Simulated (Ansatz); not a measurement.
Reaction (SMILES): [F][Al][F] → Al atom + 2 F atom
B3LYP-D3(BJ)/def2-TZVP geometries, fixed; electronic energies without zero-point terms.
Largest species:
```
Al
F 1 1.6531
F 1 1.6531 2 119.88
```
Charge 0, spin multiplicity 2.

The atomisation energy at CCSD(T) with Ansatz (a first-principles code), in kcal/mol, split into its Hartree-Fock and correlation parts. Cores are frozen. Open shells are unrestricted. No added dispersion term, no relativity. Functions are those of the species that has most.

| basis | X | functions | Hartree-Fock | CCSD(T) |
|---|---|---|---|---|
| aug-cc-pV(D+d)Z | 2 | 78 | 200.48 | 254.17 |
| aug-cc-pV(T+d)Z | 3 | 147 | 203.21 | 264.62 |
| aug-cc-pV(Q+d)Z | 4 | 249 | 205.13 | 270.35 |

Worked estimate of the basis-set limit from each neighbouring pair, with Hartree-Fock from the larger set and the correlation part extrapolated as X^-3.
Correlation parts: X = 2: 53.69, X = 3: 61.41, X = 4: 65.22.
- (2,3): (27·(61.41) - 8·(53.69))/19 = 64.66; with Hartree-Fock 203.21 the estimate is 267.87 kcal/mol.
- (3,4): (64·(65.22) - 27·(61.41))/37 = 68.00; with Hartree-Fock 205.13 the estimate is 273.13 kcal/mol.
The last two estimates differ by 5.26 kcal/mol; the largest set lies 2.78 from the last. Over the last step Hartree-Fock moves by 1.92 and the correlation part by 3.81.
